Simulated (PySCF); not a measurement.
## The first ionisation energy along group 14

Calculated with PySCF 2.14 from differences of total energies of unrestricted determinants, without spin-orbit coupling. Values in eV. The last column holds reference values (NIST; (s) semi-empirical, (t) theoretical, else measured). Unmarked ones compare directly (S terms, centres of terms, or small fine structure); those marked * lie between the lowest fine-structure levels and include a spin-orbit shift.

```csv
element,configurations,UHF,r2SCAN,MP2 (valence),CCSD (valence),CCSD(T) (valence),LDA,reference
"C (cc-pVTZ, non-relativistic)",[He] 2s2 2p2 → [He] 2s2 2p1,10.798,n/a,11.240,11.142,11.166,11.681,11.262
"Si (cc-pV(T+d)Z, non-relativistic)",[Ne] 3s2 3p2 → [Ne] 3s2 3p1,7.640,8.326,8.042,8.071,8.109,n/a,8.157
"Sn (cc-pVTZ-PP with ECP28MDF, ECP)",[Kr] 4d10 5s2 5p2 → [Kr] 4d10 5s2 5p1,6.857,7.409,7.154,7.185,7.210,7.417,7.389
"Pb (cc-pVTZ-PP with ECP60MDF, ECP)",[Xe] 4f14 5d10 6s2 6p2 → [Xe] 4f14 5d10 6s2 6p1,6.582,7.107,6.836,n/a,n/a,7.174,7.417 *
```

Problem. Fill in the row of Ge (cc-pVTZ-PP with ECP10MDF, ECP) ([Ar] 3d10 4s2 4p2 → [Ar] 3d10 4s2 4p1).

Solution. UHF 7.408; r2SCAN 8.022; MP2 (valence) 7.751; CCSD (valence) 7.778; CCSD(T) (valence) 7.805; LDA 7.967; reference 7.925 (eV).

For Pb a determinant mixes LS terms or the coupling is close to jj, so these rows are model values.

"Valence" correlates the outer s and p shells and, in groups 3 to 12 and the f block, the outer d or f shell, open or full, or the next shell where the ion has no valence electron left; the wider scheme adds the next inner shell.
